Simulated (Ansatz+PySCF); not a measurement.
# doublet C₂H₃O₂: levels of theory in one basis

```xyz
7

C     0.0000   -0.1334   -1.0984
C     0.0000    0.3080    0.3299
O     0.0000   -0.7370    1.2034
H     0.0000   -0.3485    2.0899
H     0.0000   -1.1824   -1.3589
H     0.0000    0.6270   -1.8653
O     0.0000    1.4664    0.6993
```

Basis set: cc-pVTZ (spherical functions). Correlated methods keep 4 orbitals frozen. Correlation on ROHF uses semicanonical orbitals with singles. Charge 0, multiplicity 2.

Computed with Ansatz (development build ahead of 0.2.0) and PySCF 2.14.0; each method stands on the lowest determinant of its kind that the runs found.

| method | E − E(ROHF) (eV) | <S²> of the determinant |
| --- | --- | --- |
| ROHF | 0.00 | 0.75 |
| UHF | -0.17 | 0.80 |
| ROHF-MP2 | -20.92 | – |

(1) What does UHF-MP2 give on the same scale?

Answers

(1) -20.85 eV.
